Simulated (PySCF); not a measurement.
Compound: C5H12N (doublet state).
Cartesian coordinates in Å at the GFN2-xTB level; atoms count from 1:
```xyz
18
C5H12N angstrom
C      1.280   -1.241   -0.635
C      0.652    0.040   -0.208
C      1.535    1.221    0.053
N     -0.614    0.044    0.397
C     -1.443    1.211    0.174
C     -1.373   -1.179    0.419
H      2.155   -1.025   -1.245
H      0.597   -1.847   -1.231
H      1.618   -1.861    0.209
H      1.305    1.685    1.014
H      1.436    1.994   -0.718
H      2.578    0.911    0.066
H     -1.930    1.192   -0.812
H     -0.842    2.113    0.244
H     -2.219    1.247    0.941
H     -2.207   -1.056    1.112
H     -1.787   -1.446   -0.565
H     -0.750   -1.996    0.773
```

The hyperfine couplings belong to this conformer and change with its torsions.

The species is `N([C](C)C)(C)C` [radical].

Computed, not measured: PySCF, UKS B3LYP, pcH-1 on C H N, non-relativistic, mean-field spin-orbit, GIAO. Isolated species at its GFN2-xTB geometry (one conformer only). Couplings are sensitive to structure, and on GFN2-xTB geometries they can be far from those on DFT ones. Stability of the SCF solution: not tested.

Largest spin populations (Mulliken): C2 (+0.81), N4 (+0.11), H9 (+0.07) and C1 (-0.07). No atom but C2 exceeds +0.15. The positive populations add up to 1.15 and the negative ones to -0.15, together 2S = 1. The angles at C2 add up to 356.1°, so it is nearly planar.

Task: List the C–H protons on four-coordinate carbons next to a three-coordinate spin centre, with their couplings and θ (C–H bond against the normal to the plane of the centre's neighbours, projected along the bond that joins the two).

Result: 
```json
{"β H": "H7", "on": "C1", "centre": "C2", "θ (°)": "67", "cos²θ": "0.15", "a (G)": "+8.15"}
{"β H": "H8", "on": "C1", "centre": "C2", "θ (°)": "52", "cos²θ": "0.38", "a (G)": "+13.72"}
{"β H": "H9", "on": "C1", "centre": "C2", "θ (°)": "7", "cos²θ": "0.99", "a (G)": "+44.40"}
{"β H": "H10", "on": "C3", "centre": "C2", "θ (°)": "52", "cos²θ": "0.39", "a (G)": "+14.82"}
{"β H": "H11", "on": "C3", "centre": "C2", "θ (°)": "8", "cos²θ": "0.98", "a (G)": "+31.57"}
{"β H": "H12", "on": "C3", "centre": "C2", "θ (°)": "68", "cos²θ": "0.14", "a (G)": "+7.92"}
```

Fitting the Heller–McConnell form a = ρ(B0 + B2 cos²θ), with Mulliken ρ = 0.81, gives B0 = 2.3 G and B2 = 44.9 G, with a largest miss of 6.7 G.

Task: What would the freely rotating methyl group on C1 show?

Result: Three equal couplings, a 1:3:3:1 quartet. The mean of the three values of this geometry estimates the splitting: 22.1 G, or 61.9 MHz (three bonds 120° apart have a mean cos²θ of 1/2 at any torsion).

Couplings in gauss use g_iso = 2.0027.

The run took 58 s wall (grids of density and orbitals included) on one thread, Arm Neoverse V1 (aarch64) (shared host), and the process peaked at 0.97 GiB of memory.
